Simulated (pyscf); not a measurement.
A first-order saddle from PySCF, ωB97X-D3(BJ)/def2-SVP:

```xyz
14

C     -2.0731    -1.3886    -0.5055
C     -0.6404    -1.1429    -0.3332
C      0.5183    -0.7795    -0.1532
H     -2.4186    -2.1858     0.1716
H     -2.2951    -1.7015    -1.5380
H     -2.6622    -0.4811    -0.2909
H      1.5902    -0.9012    -0.0992
C     -0.7007     1.9449     0.4278
C      0.6979     1.4144     0.4005
H     -1.1881     1.8348    -0.5546
H     -0.7291     3.0206     0.6881
H     -1.3143     1.4133     1.1731
H      1.2133     1.2791     1.3586
H      1.3452     1.7191    -0.4303
```
Charge 0, spin multiplicity 2.

Surface: doublet, charge 0. Lowest wavenumbers (cm⁻¹): 536i, 44, 62, 115, 190.

Name the species on either side of this saddle.

`[CH]#[C][CH3]` + `[CH2][CH3]` [doublet] ⇌ `[CH3][C]=[CH][CH2][CH3]` [doublet], an addition read from left to right: none broken and C–C formed. At ωB97M-D3(BJ)/def2-TZVP it lies +7.2 kcal/mol from the left side and +35.4 kcal/mol from the right (each side as separated species at their lowest minima found). H₃C–C•=CH–CH₂–CH₃ lies 24.9 kcal/mol over its isomer cyclic C₅H₉ (SMILES [CH]1CCCC1) [doublet] (electronic energy, ωB97M-D3(BJ)). This is the saddle that the search found; another between the same sides may lie lower.
